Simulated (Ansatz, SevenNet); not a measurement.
For zinc-blende AlN (metastable phase), the machine-learned potential SevenNet-l3i5 (trained on PBE and PBE+U data) gives:

* **lattice parameter a**: 4.401 Å
* **elastic constant C11**: 286 GPa
* **elastic constant C44**: 171 GPa
* **polycrystal shear modulus**: 112 GPa

### Question
What does HSE06 (PAW; Ansatz, a program for electronic structure) give for the same quantities?

### Answer

- lattice constant a: 4.365 Å (decreases by 0.8 %)
- elastic constant C11: 307 GPa (grows by 7.3 %)
- elastic constant C44: 195 GPa (grows by 14 %)
- Voigt–Reuss–Hill shear modulus: 130 GPa (goes up by 16 %)

Changes are worked out from the printed values.

Unless a cell is named, each level is at its own relaxed cell (SevenNet-l3i5 10.66, HSE06 10.40 Å³/atom).

Ansatz's density-functional and Hartree–Fock values are scalar-relativistic unless marked +SOC, with PAW data made under PBE.
